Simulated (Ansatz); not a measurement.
## Worked example: AsF, triplet against AsF⁻, doublet

Geometry (PBE0/def2-TZVPD stationary point of a doublet), kept for both states (AsF⁻, doublet: Π; AsF, triplet: Σ⁻):

```
atom   x (Å)   y (Å)   z (Å)
   F  0.0000  0.0000  0.0000
  As  0.0000  0.0000  1.8470
```

Basis aug-cc-pVDZ; Ansatz 0.2.0. Only valence electrons are correlated (noble-gas cores and the filled d shells of p-block atoms frozen). R marks a restricted (for open shells ROHF) determinant, U an unrestricted one. No spin–orbit coupling is included, and no scalar relativity.

Full CI isn't at hand for all of this; UCCSDT(Q) serves as the reference, and is uncertain by the last step of the cluster series or more.

The highest occupied Kohn–Sham level of the anion is positive, up to +1.71 eV, so in those functionals the extra electron is held by the basis alone, which enters their differences from the reference.

```
    level  E(AsF⁻, doublet) (hartree)  E(AsF, triplet) (hartree)
      UHF                -2333.628986               -2333.623339
     UMP2                -2333.933992               -2333.908377
 UCCSD(T)                -2333.958108               -2333.929516
      PBE                -2335.288251               -2335.250138
    B3LYP                -2335.760967               -2335.717682
UCCSDT(Q)                -2333.959681               -2333.930952
```

**Question.** Give the vertical gap, AsF triplet less AsF⁻ doublet, at each level in eV (1 hartree = 27.2114 eV), and each error against UCCSDT(Q).

**Answer.** UCCSDT(Q): (-2333.930952 − (-2333.959681)) × 27.2114 = 0.782 eV (the reference)
B3LYP: (-2335.717682 − (-2335.760967)) × 27.2114 = 1.178 eV, error 0.396 eV
PBE: (-2335.250138 − (-2335.288251)) × 27.2114 = 1.037 eV, error 0.255 eV
UCCSD(T): (-2333.929516 − (-2333.958108)) × 27.2114 = 0.778 eV, error -0.004 eV
UMP2: (-2333.908377 − (-2333.933992)) × 27.2114 = 0.697 eV, error -0.085 eV
UHF: (-2333.623339 − (-2333.628986)) × 27.2114 = 0.154 eV, error -0.628 eV

Total energies of functionals can't be set beside those of wave-function methods, since they hold the core's correlation and their own absolute errors; only the differences compare.

In so small a basis the reference is far from its limit while semilocal and hybrid functionals are nearer theirs, so the functionals' errors here hold much of the reference's basis and frozen-core error, which can add to them or hide them.

Each level lands on the state that its own search finds. T1 diagnostics of restricted CCSD: 0.022 and 0.023.
